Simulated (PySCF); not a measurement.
Geometries of 2 isomers of [C3H10N]+ (charge +1), from PBE0-D3(BJ)/def2-SVP geometry optimisation, gas phase (PySCF 2.14.0). One conformer each, no zero-point energy, no frequencies.

Question: Which isomer lies lower at this level?
A.
```xyz
14
angstrom
C     -0.421   -1.197    0.398
C      0.055    0.224    0.188
C     -1.008    1.175   -0.317
N      1.201    0.207   -0.811
H     -0.854   -1.621   -0.522
H      0.382   -1.859    0.756
H     -1.210   -1.201    1.162
H      0.508    0.615    1.113
H     -0.621    2.195   -0.468
H     -1.812    1.242    0.430
H     -1.462    0.818   -1.255
H      0.883   -0.144   -1.724
H      1.969   -0.401   -0.500
H      1.587    1.147   -0.964
```
B.
```xyz
14
angstrom
C     -0.037    1.355   -0.574
N      0.031    0.092    0.211
C      1.236   -0.711   -0.135
C     -1.220   -0.705    0.088
H      0.885    1.928   -0.417
H     -0.143    1.102   -1.637
H     -0.904    1.940   -0.242
H      0.122    0.357    1.199
H      2.133   -0.100    0.017
H      1.165   -1.013   -1.188
H      1.272   -1.601    0.506
H     -1.145   -1.595    0.725
H     -2.072   -0.089    0.401
H     -1.343   -1.006   -0.960
```

Answer: A. That is `CC(C)[NH3+]`, 9.5 kcal/mol below the other.

| SMILES | atoms numbered as above | E (Eh) | relative (kcal/mol) | relative (kJ/mol) | dipole about centre of mass (D) |
| --- | --- | --- | --- | --- | --- |
| CC(C)[NH3+] | [CH3:1][CH:2]([CH3:3])[NH3+:4] | -174.52716 | 0.0 | 0.0 | 4.22 |
| C[NH+](C)C | [CH3:1][NH+:2]([CH3:3])[CH3:4] | -174.51203 | 9.5 | 39.7 | 0.88 |
